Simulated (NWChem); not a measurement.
The numbers come from NWChem runs, not from measurements. System: methane (CH$_{4}$), charge 0, spin multiplicity 1, at a geometry optimised with PBE/def2-SVP. Level: PBE0/def2-TZVP.

NWChem printed:

```
             Northwest Computational Chemistry Package (NWChem) 7.3.0
             --------------------------------------------------------

                                NWChem Input Module
                                -------------------

 Scaling coordinates for geometry "geometry" by  1.889725989
 (inverse scale =  0.529177249)

 Turning off AUTOSYM since
 SYMMETRY directive was detected!

                             Geometry "geometry" -> ""
                             -------------------------

 Output coordinates in angstroms (scale by  1.889725989 to convert to a.u.)

  No.       Tag          Charge          X              Y              Z
 ---- ---------------- ---------- -------------- -------------- --------------
    1 C                    6.0000     0.00000000     0.00000000     0.00000000
    2 H                    1.0000     0.00000000     0.90301900     0.63852800
    3 H                    1.0000     0.00000000    -0.90301900     0.63852800
    4 H                    1.0000    -0.90302000     0.00000000    -0.63852700
    5 H                    1.0000     0.90302000     0.00000000    -0.63852700

 Effective nuclear repulsion energy (a.u.)      13.2414293000

            Nuclear Dipole moment (a.u.)
            ----------------------------
        X                 Y               Z
 ---------------- ---------------- ----------------
     0.0000000000     0.0000000000     0.0000037795

      Symmetry information
      --------------------

 Group name             C2v
 Group number             16
 Group order               4
 No. of unique centers     3

      Symmetry unique atoms

     1    2    4


 Summary of "ao basis" -> "" (spherical)
 ------------------------------------------------------------------------------
       Tag                 Description            Shells   Functions and Types
 ---------------- ------------------------------  ------  ---------------------
 *                         def2-tzvp                  on all atoms

                                 NWChem DFT Module
                                 -----------------

 Summary of "ao basis" -> "ao basis" (spherical)
 ------------------------------------------------------------------------------
       Tag                 Description            Shells   Functions and Types
 ---------------- ------------------------------  ------  ---------------------
 C                         def2-tzvp                11       31   5s3p2d1f
 H                         def2-tzvp                 4        6   3s1p

 Summary of "ao basis" -> "ao basis" (spherical)
 ------------------------------------------------------------------------------
       Tag                 Description            Shells   Functions and Types
 ---------------- ------------------------------  ------  ---------------------
 C                         def2-tzvp                11       31   5s3p2d1f
 H                         def2-tzvp                 4        6   3s1p

      Symmetry analysis of basis
      --------------------------

        a1         24
        a2          5
        b1         13
        b2         13

            General Information
            -------------------
          SCF calculation type: DFT
          Wavefunction type:  closed shell.
          No. of atoms     :     5
          No. of electrons :    10
           Alpha electrons :     5
            Beta electrons :     5
          Charge           :     0
          Spin multiplicity:     1
          Use of symmetry is: on ; symmetry adaption is: on
          Maximum number of iterations: 100
          AO basis - number of functions:    55
                     number of shells:    27
          Convergence on energy requested:  1.00D-06
          Convergence on density requested:  1.00D-05
          Convergence on gradient requested:  5.00D-04

              XC Information
              --------------
                         PBE0 Method XC Functional
                     Hartree-Fock (Exact) Exchange  0.250
          PerdewBurkeErnzerhof Exchange Functional  0.750
            Perdew 1991 LDA Correlation Functional  1.000 local
           PerdewBurkeErnz. Correlation Functional  1.000 non-local

[...]
      ------------------------------

 Total energy =     -40.205613
 1-e energy   =     -77.936828
 2-e energy   =      24.489786
 HOMO         =      -0.513676
 LUMO         =       0.085008

      Symmetry analysis of molecular orbitals - initial
      -------------------------------------------------

  Numbering of irreducible representations:

     1 a1          2 a2          3 b1          4 b2

  Orbital symmetries:

     1 a1          2 a1          3 b1          4 b2          5 a1
     6 a1          7 a1          8 b2          9 b1         10 b2
    11 b1         12 a1         13 a1         14 a1         15 b1

------------------------------------------------------------
EAF file 0: "./mol.aoints.0" size=524288 bytes
------------------------------------------------------------
               write      read    awrite     aread      wait
               -----      ----    ------     -----      ----
     calls:        1         0         0         0         0
   data(b): 5.24e+05  0.00e+00  0.00e+00  0.00e+00
   time(s): 0.00e+00  0.00e+00  0.00e+00  0.00e+00  0.00e+00
rate(mb/s): 0.00e+00  0.00e+00
------------------------------------------------------------

   convergence    iter        energy       DeltaE   RMS-Dens  Diis-err    time
 ---------------- ----- ----------------- --------- --------- ---------  ------
 d= 0,ls=0.0,diis     1    -40.4653518578 -5.37D+01  2.91D-03  9.56D-02     0.4
 d= 0,ls=0.0,diis     2    -40.4725335564 -7.18D-03  1.02D-03  7.80D-03     0.4
 d= 0,ls=0.0,diis     3    -40.4728133152 -2.80D-04  5.01D-04  5.17D-03     0.5
 d= 0,ls=0.0,diis     4    -40.4734454112 -6.32D-04  1.40D-05  2.93D-06     0.6
 d= 0,ls=0.0,diis     5    -40.4734458322 -4.21D-07  1.07D-06  1.28D-08     0.6

         Total DFT energy =      -40.473445832155
      One electron energy =      -79.487650744766
           Coulomb energy =       32.596099471056
    Exchange-Corr. energy =       -6.823323858468
 Nuclear repulsion energy =       13.241429300023

 Numeric. integr. density =       10.000000667054

     Total iterative time =      0.5s

                  Occupations of the irreducible representations
                  ----------------------------------------------

                     irrep           alpha         beta
                     --------     --------     --------
                     a1                3.0          3.0
                     a2                0.0          0.0
                     b1                1.0          1.0
                     b2                1.0          1.0

                       DFT Final Molecular Orbital Analysis
                       ------------------------------------

 Vector    3  Occ=2.000000D+00  E=-4.008480D-01  Symmetry=b1
              MO Center=  2.2D-17,  4.0D-19, -3.0D-01, r^2= 1.3D+00
   Bfn.  Coefficient  Atom+Function         Bfn.  Coefficient  Atom+Function
  ----- ------------  ---------------      ----- ------------  ---------------
     6      0.320553  1 C  px                 9      0.253117  1 C  px
    45     -0.210756  4 H  s                 51      0.210756  5 H  s
    44     -0.145476  4 H  s                 50      0.145476  5 H  s
    12      0.117260  1 C  px                46     -0.093316  4 H  s
    52      0.093316  5 H  s

 Vector    4  Occ=2.000000D+00  E=-4.008479D-01  Symmetry=b2
              MO Center=  5.3D-19, -2.7D-15,  3.0D-01, r^2= 1.3D+00
   Bfn.  Coefficient  Atom+Function         Bfn.  Coefficient  Atom+Function
  ----- ------------  ---------------      ----- ------------  ---------------
     7      0.320553  1 C  py                10      0.253117  1 C  py
    33      0.210756  2 H  s                 39     -0.210756  3 H  s
    32      0.145476  2 H  s                 38     -0.145476  3 H  s
    13      0.117260  1 C  py                34      0.093316  2 H  s
    40     -0.093316  3 H  s

 Vector    5  Occ=2.000000D+00  E=-4.008464D-01  Symmetry=a1
              MO Center=  1.5D-17,  9.4D-18, -1.2D-07, r^2= 1.4D+00
   Bfn.  Coefficient  Atom+Function         Bfn.  Coefficient  Atom+Function
  ----- ------------  ---------------      ----- ------------  ---------------
     8      0.320553  1 C  pz                11      0.253117  1 C  pz
    33      0.149027  2 H  s                 39      0.149027  3 H  s
    45     -0.149027  4 H  s                 51     -0.149027  5 H  s
    14      0.117261  1 C  pz                32      0.102867  2 H  s
    38      0.102867  3 H  s                 44     -0.102867  4 H  s

 Vector    6  Occ=0.000000D+00  E= 6.003958D-02  Symmetry=a1
              MO Center= -2.0D-14, -2.9D-14,  8.2D-07, r^2= 5.6D+00
   Bfn.  Coefficient  Atom+Function         Bfn.  Coefficient  Atom+Function
  ----- ------------  ---------------      ----- ------------  ---------------
     5      4.608574  1 C  s                 34     -1.635334  2 H  s
    40     -1.635334  3 H  s                 46     -1.635333  4 H  s
    52     -1.635333  5 H  s                  3      0.301492  1 C  s
     4     -0.194189  1 C  s                 33      0.121134  2 H  s
    39      0.121134  3 H  s                 45      0.121134  4 H  s

 Vector    7  Occ=0.000000D+00  E= 1.335017D-01  Symmetry=a1
              MO Center= -3.2D-16,  1.4D-16,  1.3D-06, r^2= 4.9D+00
   Bfn.  Coefficient  Atom+Function         Bfn.  Coefficient  Atom+Function
  ----- ------------  ---------------      ----- ------------  ---------------
    14      1.682394  1 C  pz                34     -1.653836  2 H  s
    40     -1.653836  3 H  s                 46      1.653833  4 H  s
    52      1.653833  5 H  s                  8      0.233029  1 C  pz
    24      0.105504  1 C  d  2              33      0.093060  2 H  s
    39      0.093060  3 H  s                 45     -0.093059  4 H  s

 Vector    8  Occ=0.000000D+00  E= 1.335018D-01  Symmetry=b1
              MO Center=  9.6D-15, -5.8D-17, -7.7D-01, r^2= 4.3D+00
   Bfn.  Coefficient  Atom+Function         Bfn.  Coefficient  Atom+Function
  ----- ------------  ---------------      ----- ------------  ---------------
    46      2.338887  4 H  s                 52     -2.338887  5 H  s
    12      1.682403  1 C  px                 6      0.233030  1 C  px
    45     -0.131614  4 H  s                 51      0.131614  5 H  s
    23     -0.105504  1 C  d  1               9      0.084212  1 C  px
    44      0.050984  4 H  s                 50     -0.050984  5 H  s

 center of mass
 --------------
 x =   0.00000000 y =   0.00000000 z =   0.00000024

 moments of inertia (a.u.)
 ------------------
          11.739085945953           0.000000000000           0.000000000000
           0.000000000000          11.739098945850           0.000000000000
           0.000000000000           0.000000000000          11.739160689336

     Multipole analysis of the density
     ---------------------------------

     L   x y z        total         alpha         beta         nuclear
     -   - - -        -----         -----         ----         -------
     0   0 0 0     -0.000000     -5.000000     -5.000000     10.000000

     1   1 0 0      0.000000      0.000000      0.000000      0.000000
     1   0 1 0      0.000000      0.000000      0.000000      0.000000
     1   0 0 1      0.000000     -0.000002     -0.000002      0.000004

     2   2 0 0     -6.280957     -6.052486     -6.052486      5.824014
     2   1 1 0      0.000000      0.000000      0.000000      0.000000
     2   1 0 1      0.000000      0.000000      0.000000      0.000000
     2   0 2 0     -6.280961     -6.052481     -6.052481      5.824001
     2   0 1 1     -0.000000     -0.000000     -0.000000      0.000000
     2   0 0 2     -6.280985     -6.052462     -6.052462      5.823940

 Task  times  cpu:        0.6s     wall:        0.6s

 Total times  cpu:        0.6s     wall:        0.6s
```

Q: Write an NWChem input that would produce this output.

A: One answer among several that fit: 
```
start mol
memory heap 200 mb stack 800 mb global 1000 mb
geometry units angstroms nocenter noautoz
  C      0.000000     0.000000    -0.000000
  H      0.000000     0.903019     0.638528
  H      0.000000    -0.903019     0.638528
  H     -0.903020     0.000000    -0.638527
  H      0.903020     0.000000    -0.638527
  symmetry group C2v
end
basis spherical
  * library def2-tzvp
end
dft
  xc pbe0
  semidirect memsize 60000000 filesize 0
  iterations 100
end
task dft energy
```
